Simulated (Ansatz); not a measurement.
CHF$_{2}$O (`[O]C(F)F`) radical. Charge 0, multiplicity 2.

Z-matrix (Å, degrees):
```
C
O 1 1.320
F 1 1.347 2 113.9
F 1 1.347 2 113.9 3 -122.7
H 1 1.113 2 103.3 3 118.6
```

Question: Give the diagnostics of a CCSD(T)/def2-TZVPP run (frozen core, Ansatz 0.2.0). (An estimate is asked.)

Answer: Ansatz gave: T1 = 0.0163, largest single amplitude 0.057, largest double 0.026, (T) share of the correlation energy 3.1 %, 13 CCSD cycles. ⟨S²⟩ of the UHF reference is 0.758 against 0.75 for a pure state. T1 lies under the customary mark of 0.045 for open shells.
